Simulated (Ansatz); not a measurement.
## Molecular dynamics of C2HS, charge -1

The input (input.yaml):

```yaml
crystal:
  periodic: [false, false, false]
  atoms:
    - { symbol: C, position_ang: [0.590432, 0.511395, -0.006236] }
    - { symbol: C, position_ang: [-0.339938, -0.294543, 0.00378] }
    - { symbol: S, position_ang: [-1.643979, -1.42426, 0.017934] }
    - { symbol: H, position_ang: [1.393486, 1.207407, -0.015468] }
total_charge: -1
basis:
  gaussian: { orbitals: "6-31G" }
hamiltonian:
  xc: pbe0
md:
  timestep: 0.25
  n_steps: 150
  ensemble: nve
  temperature: 300.0
  initial_velocities: maxwell_boltzmann
  seed: 268857
scf:
  lower_state_search: "off"
```

Launched with:

```bash
$ ansatz run input.yaml --threads 1 --pin off --max-ram 2048MiB --backend cpu --events-out ev --progress --plain --runs-dir out
```

It starts from a relaxed structure.

Output, in part (one step line in 6, the closing report, with atoms numbered from 0):

```
md step     0: t =     0.00 fs  T =   300.0 K  F+E_penalty+E_count = -12916.80042104 eV  E_kin = 0.077556 eV  conserved = -12916.72286504 eV  (12 SCF iters)
md step     6: t =     1.50 fs  T =   273.6 K  F+E_penalty+E_count = -12916.79358390 eV  E_kin = 0.070735 eV  conserved = -12916.72284851 eV  (13 SCF iters)
md step    12: t =     3.00 fs  T =   225.3 K  F+E_penalty+E_count = -12916.78105837 eV  E_kin = 0.058233 eV  conserved = -12916.72282546 eV  (13 SCF iters)
md step    18: t =     4.50 fs  T =   201.4 K  F+E_penalty+E_count = -12916.77487753 eV  E_kin = 0.052056 eV  conserved = -12916.72282167 eV  (13 SCF iters)
md step    24: t =     6.00 fs  T =   211.0 K  F+E_penalty+E_count = -12916.77739653 eV  E_kin = 0.054560 eV  conserved = -12916.72283604 eV  (13 SCF iters)
md step    30: t =     7.50 fs  T =   224.5 K  F+E_penalty+E_count = -12916.78090531 eV  E_kin = 0.058049 eV  conserved = -12916.72285622 eV  (13 SCF iters)
md step    36: t =     9.00 fs  T =   201.5 K  F+E_penalty+E_count = -12916.77494687 eV  E_kin = 0.052088 eV  conserved = -12916.72285908 eV  (13 SCF iters)
md step    42: t =    10.50 fs  T =   138.2 K  F+E_penalty+E_count = -12916.75856808 eV  E_kin = 0.035735 eV  conserved = -12916.72283323 eV  (13 SCF iters)
md step    48: t =    12.00 fs  T =    85.4 K  F+E_penalty+E_count = -12916.74488855 eV  E_kin = 0.022076 eV  conserved = -12916.72281274 eV  (13 SCF iters)
md step    54: t =    13.50 fs  T =    81.9 K  F+E_penalty+E_count = -12916.74399555 eV  E_kin = 0.021167 eV  conserved = -12916.72282879 eV  (13 SCF iters)
md step    60: t =    15.00 fs  T =    98.2 K  F+E_penalty+E_count = -12916.74823134 eV  E_kin = 0.025379 eV  conserved = -12916.72285275 eV  (12 SCF iters)
md step    66: t =    16.50 fs  T =    86.9 K  F+E_penalty+E_count = -12916.74531713 eV  E_kin = 0.022464 eV  conserved = -12916.72285335 eV  (12 SCF iters)
md step    72: t =    18.00 fs  T =    44.8 K  F+E_penalty+E_count = -12916.73441362 eV  E_kin = 0.011578 eV  conserved = -12916.72283574 eV  (13 SCF iters)
md step    78: t =    19.50 fs  T =     7.1 K  F+E_penalty+E_count = -12916.72465254 eV  E_kin = 0.001835 eV  conserved = -12916.72281801 eV  (12 SCF iters)
md step    84: t =    21.00 fs  T =     9.8 K  F+E_penalty+E_count = -12916.72534812 eV  E_kin = 0.002530 eV  conserved = -12916.72281782 eV  (12 SCF iters)
md step    90: t =    22.50 fs  T =    51.9 K  F+E_penalty+E_count = -12916.73626217 eV  E_kin = 0.013421 eV  conserved = -12916.72284069 eV  (13 SCF iters)
md step    96: t =    24.00 fs  T =    88.3 K  F+E_penalty+E_count = -12916.74569591 eV  E_kin = 0.022837 eV  conserved = -12916.72285901 eV  (13 SCF iters)
md step   102: t =    25.50 fs  T =    84.7 K  F+E_penalty+E_count = -12916.74473554 eV  E_kin = 0.021890 eV  conserved = -12916.72284556 eV  (13 SCF iters)
md step   108: t =    27.00 fs  T =    67.4 K  F+E_penalty+E_count = -12916.74023346 eV  E_kin = 0.017412 eV  conserved = -12916.72282102 eV  (12 SCF iters)
md step   114: t =    28.50 fs  T =    84.4 K  F+E_penalty+E_count = -12916.74463943 eV  E_kin = 0.021820 eV  conserved = -12916.72281903 eV  (13 SCF iters)
md step   120: t =    30.00 fs  T =   140.9 K  F+E_penalty+E_count = -12916.75927576 eV  E_kin = 0.036438 eV  conserved = -12916.72283824 eV  (13 SCF iters)
md step   126: t =    31.50 fs  T =   198.1 K  F+E_penalty+E_count = -12916.77405887 eV  E_kin = 0.051200 eV  conserved = -12916.72285894 eV  (13 SCF iters)
md step   132: t =    33.00 fs  T =   214.7 K  F+E_penalty+E_count = -12916.77835230 eV  E_kin = 0.055496 eV  conserved = -12916.72285664 eV  (13 SCF iters)
md step   138: t =    34.50 fs  T =   196.3 K  F+E_penalty+E_count = -12916.77356967 eV  E_kin = 0.050739 eV  conserved = -12916.72283107 eV  (13 SCF iters)
md step   144: t =    36.00 fs  T =   192.7 K  F+E_penalty+E_count = -12916.77262482 eV  E_kin = 0.049807 eV  conserved = -12916.72281775 eV  (13 SCF iters)
md step   150: t =    37.50 fs  T =   230.2 K  F+E_penalty+E_count = -12916.78235362 eV  E_kin = 0.059520 eV  conserved = -12916.72283352 eV  (13 SCF iters)
Total energy: -12916.78237002 eV, -474.6829967887 hartree
Atom 0 at     0.598975     0.511278    -0.020056 Å, force    -0.947770    -0.747406     0.143646 eV/Å
Atom 1 at    -0.354237    -0.291151     0.031048 Å, force     1.331126     1.018633    -0.245167 eV/Å
Atom 2 at    -1.642359    -1.425492     0.013471 Å, force    -0.181170    -0.109098     0.082337 eV/Å
Atom 3 at     1.410540     1.207570    -0.033747 Å, force    -0.202186    -0.162130     0.019184 eV/Å
Dipole moment:     0.266439     0.232343     0.001797 e Å
```

All steps were run. The conserved energy stayed within 0.013 meV per atom of its start (net change 0.0077 meV per atom), so the integration is sound. A run of 0.037 ps of so small a system gives no equilibrium averages. Limits of this set-up: no polarisation functions, an anion without diffuse functions, the dipole of an ion depends on the origin.

The same pairs are bonded in the first frame and the last. Pairs count as bonded within 1.25 times the sum of covalent radii (0.12 Å more for H–H).

Last frame:

```xyz
4
Properties=species:S:1:pos:R:3
C 0.599 0.511 -0.020
C -0.354 -0.291 0.031
S -1.642 -1.425 0.013
H 1.411 1.208 -0.034
```

Time of the run: 2.4 min on 1 thread of Arm Neoverse N1, on a shared host, peak memory 0.07 GiB.
